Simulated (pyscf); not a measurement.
Four-centre exchange: `[NH2][SiH2][F]` + `[OH2]` → `[NH2][SiH2][OH]` + `[FH]`

Gas phase, singlet surface, charge 0. Bonds broken: Si2–F3, O8–H9. Bonds formed: Si2–O8, F3–H9. Single points on ωB97X-D3(BJ)/def2-SVP structures (PySCF, gas phase). MP2 and CC: frozen core, UHF for open shells. ΔMP2 is the change of the MP2 total energy from the triple- to the quadruple-zeta basis.

Transition state (Å):

```xyz
10

N     -1.4899    -0.8272     0.8676
Si    -0.4882     0.2733     0.0401
F     -0.2250    -1.1644    -1.3000
H     -1.5196    -1.8145     0.6468
H     -2.0938    -0.5393     1.6262
H     -0.9024     1.5560     0.7171
H      0.9961     0.3269     0.1063
O     -1.0412     0.8307    -1.6491
H     -0.6482    -0.1808    -1.9305
H     -0.6017     1.6027    -2.0285
```

One imaginary mode, 592i cm⁻¹; descent along it reached the two sides named, in the forms told below.

| bond | change | reactant side (Å) | saddle | product side |
|---|---|---|---|---|
| Si2–F3 | breaks | 1.652 | 1.983 | 3.1 |
| O8–H9 | breaks | 0.967 | 1.121 | 1.687 |
| Si2–O8 | forms | 3.0 | 1.863 | 1.708 |
| F3–H9 | forms | 2.061 | 1.243 | 0.946 |

Electronic energies relative to the separated reactants (kJ/mol):

```csv
level,barrier,reaction energy,reverse barrier
ωB97X-D3(BJ)/def2-TZVP,96.9,+48.6,48.2
PBE/def2-TZVP,82.9,+50.2,32.7
r²SCAN/def2-TZVP,85.9,+51.2,34.7
B3LYP-D3(BJ)/def2-TZVP,99.6,+50.6,49.0
PBE0-D3(BJ)/def2-TZVP,88.6,+47.4,41.3
M06-2X/def2-TZVP,95.6,+47.6,48.0
ωB97M-D3(BJ)/def2-TZVP,96.3,+49.7,46.7
HF/def2-TZVP,166.1,+53.8,112.4
MP2/def2-QZVPP,104.4,+47.0,57.4
CCSD/def2-TZVPP,116.3,+48.3,68.0
CCSD(T)/def2-TZVPP,106.4,+47.3,59.1
CCSD(T)/def2-TZVPP + ΔMP2(QZVPP),108.8,+48.3,60.5
```

With CCSD(T)/def2-TZVPP + ΔMP2(QZVPP) energies and thermal terms (ideal gas, 1 atm, RRHO with modes under 100 cm⁻¹ raised to 100, one conformer, R ln 2 for chiral ones without a mode under 150 cm⁻¹), in kJ/mol:

| T (K) | ΔH‡ | ΔG‡ | ΔH | ΔG |
|---|---|---|---|---|
| 298 | 106.2 | 152.9 | +45.9 | +46.6 |
| 600 | 105.7 | 200.7 | +48.3 | +46.4 |
| 900 | 107.8 | 247.8 | +50.4 | +45.0 |
| 1200 | 110.8 | 294.1 | +52.3 | +42.8 |

On the product side the descent ends in a bound adduct, 39.1 kJ/mol under the separated species and 87.4 kJ/mol under the saddle at ωB97X-D3(BJ)/def2-TZVP. The same reactants have a lower exit, to HO–SiH₂–F + NH₃ (barrier +58.0 kJ/mol at ωB97M-D3(BJ), against +96.3 kJ/mol here). This is the saddle that the search found; another between the same sides may lie lower. The CCSD(T) − MP2 part came from Ansatz, without density fitting, on the same reference.
